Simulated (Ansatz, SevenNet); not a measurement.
Elastic constant C66 (GPa) of solids drawn from the class of elemental solids other than molecular ones, at two levels: the machine-learned potential SevenNet-l3i5 (trained on PBE and PBE+U data), and PBE in Ansatz (PAW).

```tsv
solid	SevenNet-l3i5	PBE	shift (%)
hcp Hf	23.6	55.4	+135
hcp Tc	46.7	135	+189
hcp Tl	0.99	2.44	+146
hcp Lu	14.2	31.2	+120
α-phase Ga	10.9	28.3	+160
hcp Sc	30.7	31.5	+2.6
hcp Ru	72.7	193	+165
hcp Ti	12.2	46.7	+283
hcp Y	13.9	26.0	+87
hcp Zn	24.1	69.0	+186
```

The shifts run from +2.6 % to +283 %, with a median of +153 %.

Over all 10 rows PBE is the larger in 10.

Ansatz's runs of these crystals have no spin polarisation.

Spin–orbit coupling is left out, also for the solids with elements from indium on (hcp Hf, hcp Tl, hcp Lu); its size isn't shown.

Each level is taken at its own relaxed cell. Ansatz's density-functional and Hartree–Fock values are scalar-relativistic unless marked +SOC, with PAW data made under PBE.

Ansatz is a first-principles code.
